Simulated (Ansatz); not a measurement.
# CH9PSi: the cost of one run

Program: Ansatz 0.2.0. Level of theory: RKS PBE-D4/6-31G*. These are calculated values, not measurements.

**1. Starting point**

Bond lengths: Si1–C3 1.870 Å, C3–H4 1.110 Å, C3–H5 1.110 Å, C3–H6 1.110 Å, Si1–H7 1.459 Å, Si1–H8 1.459 Å, Si1–P9 2.480 Å, P9–H10 1.420 Å, P9–H11 1.420 Å. Angles (14 of 15 angles, heavy atoms first): C3–Si1–P9 178.9°, Si1–C3–H4 109.5°, Si1–C3–H5 109.5°, Si1–C3–H6 109.5°, C3–Si1–H7 109.5°, C3–Si1–H8 109.5°, H7–Si1–P9 70.0°, H8–Si1–P9 70.0°, Si1–P9–H10 109.5°, Si1–P9–H11 109.5°, H4–C3–H5 109.4°, H4–C3–H6 109.4°, H5–C3–H6 109.4°, H7–Si1–H8 109.5°.

Coordinates:

```xyz
12

Si    0.0000    0.0000    0.0000
H     0.0000    0.0000    1.8100
C     1.7634    0.0000   -0.6227
H     2.1111   -1.0463   -0.7509
H     1.8119    0.5276   -1.5981
H     2.4154    0.5187    0.1108
H    -0.6877    1.1914   -0.4862
H    -0.6877   -1.1914   -0.4862
P    -2.3535    0.0000    0.7820
H    -3.1199   -0.8853   -0.0213
H    -2.4033   -0.4268    2.1354
H    -0.9491    0.0000    1.8858
```

**2. A restrained relaxation towards end A**

Springs on the bonds that form and break draw the guess towards this end; the thresholds are loose.

The input, input.yaml:

```yaml
crystal:
  periodic: [false, false, false]
  atoms:
    - { symbol: Si, position_ang: [0.0, 0.0, 0.0] }
    - { symbol: H, position_ang: [0.0, 0.0, 1.81] }
    - { symbol: C, position_ang: [1.7634, 0.0, -0.6227] }
    - { symbol: H, position_ang: [2.1111, -1.0463, -0.7509] }
    - { symbol: H, position_ang: [1.8119, 0.5276, -1.5981] }
    - { symbol: H, position_ang: [2.4154, 0.5187, 0.1108] }
    - { symbol: H, position_ang: [-0.6877, 1.1914, -0.4862] }
    - { symbol: H, position_ang: [-0.6877, -1.1914, -0.4862] }
    - { symbol: P, position_ang: [-2.3535, 0.0, 0.782] }
    - { symbol: H, position_ang: [-3.1199, -0.8853, -0.0213] }
    - { symbol: H, position_ang: [-2.4033, -0.4268, 2.1354] }
    - { symbol: H, position_ang: [-0.9491, 0.0, 1.8858] }
basis:
  gaussian: { orbitals: "6-31G*" }
hamiltonian:
  xc: pbe
  dispersion: d4
relax:
  f_tol: 0.15
  max_steps: 25
  restrain:
    - { distance: [0, 8], at: 3.38, k: 30.0 }
    - { distance: [11, 1], at: 1.86, k: 30.0 }
    - { distance: [0, 1], at: 1.46, k: 30.0 }
    - { distance: [11, 8], at: 1.42, k: 30.0 }
```

Launch:

```bash
ansatz run input.yaml --threads 1 --pin off --max-ram 2048MiB --backend cpu --events-out ev --progress --plain --runs-dir out
```

Q: Estimate wall time and peak memory on 1 thread of Arm Neoverse V2, shared host.

About 26 s, with a peak of 0.13 GiB.
